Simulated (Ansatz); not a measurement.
Rock-salt BaTe was calculated with revPBE in Ansatz (plane waves, PAW).

Run with plane-wave cutoff 520 eV, 8×8×8 k mesh, Fermi–Dirac smearing 0.01 eV, scalar-relativistic PAW data made under PBE.

Pressure at four volumes; x = ln(V/45.522 Å³). One pressure is withheld.

| V (Å³/atom) | x | P (GPa) |
|---|---|---|
| 42.791 | -0.0619 | ? |
| 43.701 | -0.0408 | 1.152 |
| 45.522 | 0.0000 | -0.004 |
| 48.253 | 0.0583 | -1.334 |

Problem. Pass a parabola P(x) through the three rows shown, estimate the bulk modulus and its pressure derivative near zero pressure, and predict the withheld pressure.

Solution. Slopes between the rows: (-0.004 − (1.152))/(0.0000 − (-0.0408)) = -28.33 and (-1.334 − (-0.004))/(0.0583 − (0.0000)) = -22.81 GPa. Their difference over the span 0.0991 is c = 5.52/0.0991 = 55.7 GPa, so P(x) = 1.152 + (-28.33)(x − (-0.0408)) + 55.7 (x − (-0.0408))(x − (0.0000)). At the middle row B = −dP/dx = −[-28.33 + 55.7 × 0.0408] = 26.1 GPa, and B′ = dB/dP = 2c/B = 4.3. At x = -0.0619 the parabola gives 1.823 GPa; the run gives 1.831 GPa. The Birch–Murnaghan fit to the energies at all volumes has B0 = 25.9 GPa and B′ = 4.4.

Spin–orbit coupling is not included.

Ansatz is a program for electronic structure.
